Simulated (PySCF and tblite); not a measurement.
The numbers below are computed, except where a source is named.
1,3-Butadiene, 2-methyl-, C₅H₈, numbered as in [CH2:1]=[CH:2][C:3](=[CH2:4])[CH3:5].

Search: ETKDG and KDG, MMFF94s, GFN2-xTB, 60 starts; geometries at PBE0-D3(BJ)/def2-SVP. Energies: PBE0-D3(BJ)/pcSseg-1, with GFN2-xTB thermal terms (modes under about 100 cm⁻¹ blended into free rotors). Symmetry numbers and mirror images are counted. Conformers within 3 kcal/mol (GFN2-xTB free energy) were kept, 4 at most. Couplings: B3LYP/6-31G* with pcJ-1 on H (gas phase; spin-dipole term only for pairs with B, N, F, Si or P). Couplings are for ¹H. H–H couplings come out 0.1 to 0.9 Hz lower than with pcJ-1 on all atoms. Of two unlike H on one atom, a is the less shielded (PBE0/pcSseg-1). Run with PySCF (density fitting) and tblite.

Torsions listed: C1–C2–C3–C5. Of a mirror pair one member is shown.

| conformer | shape | weight % |
| --- | --- | --- |
| 1 | 0° | 98.0 |
| 2 | 145° | 2.0 |

Give the couplings in each conformer and the averages at 298.15 K (pairs that fast motion interchanges averaged).


```tsv
coupling	pairs	1	2	average (Hz)
²J(H1a,H1b)	1	0.8	1.9	0.8
³J(H1a,H2)	1	17.4	17.0	17.4
³J(H1b,H2)	1	11.8	11.8	11.8
²J(H4b,H4a)	1	1.9	2.0	1.9
²J(H5,H5)	3	-15.9	-16.0	-15.9
```
